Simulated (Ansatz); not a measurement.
The same path of ClH3Si + FH (7 atoms, charge 0, multiplicity 1) was run twice with different band settings. Lost on the way: Si1–Cl2, F6–H7. Made: Si1–F6, Cl2–H7.

Theory: RKS B3LYP/def2-SVP (Ansatz).

Relaxed end points:

```xyz
7
Properties=species:S:1:pos:R:3
Si 0.279 0.000 -0.049
Cl 0.267 0.000 2.061
H 1.709 0.000 -0.448
H -0.394 1.231 -0.524
H -0.394 -1.231 -0.524
F -2.619 0.000 1.058
H -1.993 0.000 1.750
```

```xyz
7
Properties=species:S:1:pos:R:3
Si -0.281 0.000 -0.595
Cl -0.447 0.000 3.614
H 1.032 0.000 0.098
H -0.455 1.223 -1.418
H -0.455 -1.223 -1.418
F -1.456 0.000 0.557
H -1.083 0.000 2.485
```

Common settings: movable images 5; climbing image yes; spring 5.0 eV/Å²; start path through a guess of the saddle point; force threshold 0.05 eV/Å; iteration limit 60; end points relaxed.

| run | optimiser | largest step |
| --- | --- | --- |
| 1 | quadratic models (default) | default |
| 2 | lbfgs | 0.02 Å |

Problem. What does each run give, and how far can it be trusted?

Solution. Run 1: converged after 13 iterations, highest image 1.155 eV above the first end. A vibrational analysis at the climbing image gives 2 clearly imaginary modes (589i, 143i cm⁻¹): a point of higher order. A lower path may pass nearby, or the ends, which weren't checked, may share the extra mode.
Run 2: converged after 54 iterations, highest image 1.155 eV above the first end. Another band between the same ends (5 images) ends at a top of the same energy, where a vibrational analysis finds 2 clearly imaginary modes.
The orbitals stay closed-shell, which can raise the energy where a bond breaks towards radicals; this wasn't checked here.
